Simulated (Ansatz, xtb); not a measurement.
Relative energy of two isomers of C2H2Al

Structure a is `C#[C][AlH]`, a doublet and structure b is `C=[C][Al]`, a doublet. Both are isolated molecules in the gas phase, relaxed with B3LYP-D4/def2-TZVP.

Energies in hartree; the thermal terms are from B3LYP-D4/def2-TZVP harmonic frequencies (ideal gas, rigid rotor, one conformer each, 298.15 K, 1 atm) and include the zero-point energy:

|  | a | b |
| --- | --- | --- |
| E, CCSD(T)/def2-TZVP | −319.149664 | −319.145659 |
| zero-point energy | 0.023609 | 0.026855 |
| H(298 K) − E | 0.029085 | 0.032309 |
| G(298 K) − E | −0.002548 | 0.000931 |

Question: Work out ΔE, ΔE₀, ΔH and ΔG for a → b in kJ/mol (1 Eh = 2625.50 kJ/mol) and the equilibrium ratio [b]/[a].

Answer: 1. ΔE = −319.145659 − (−319.149664) = +0.004005 Eh = +10.52 kJ/mol.
2. ΔE₀ = ΔE + ΔZPE = +0.004005 + (+0.003246) Eh = +19.04 kJ/mol.
3. ΔH = ΔE + (+0.003224) Eh = +18.98 kJ/mol.
4. ΔG = ΔE + (+0.003479) Eh = +19.65 kJ/mol, so ΔS = (ΔH − ΔG)/T = −2.2 J/(mol K).
5. kT = 0.9442 mEh, so K = [b]/[a] = exp(−ΔG/kT) = exp(−7.93) ≈ 3.6 × 10^−4.

Structure a is favoured at this temperature. An error of 4 kJ/mol in ΔG would change K by a factor of 5. HF/def2-TZVP found them nearly level. HF/STO-3G, B3LYP-D4/def2-TZVP gave ΔE the other sign. Large T1 diagnostics make the coupled-cluster value less sure. Mirror images and further conformers aren't counted.

As drawn, b has 1 C=C, 1 C–H in place of 1 C≡C, 1 Al–H.

Other levels gave ΔE = +88.9 (GFN2-xTB); −24.6 (HF/STO-3G, GFN2-xTB geometries); +6.0 (r2SCAN-D4/def2-SVP, GFN2-xTB geometries); −2.5 (B3LYP-D4/def2-TZVP); −1.7 (HF/def2-TZVP); +65.5 (MP2/def2-TZVP) kJ/mol. Open shells are spin-unrestricted, with notable spin contamination. The correlated steps freeze 7 core orbitals. Programs: Ansatz 0.2.0, xtb 6.7.1.
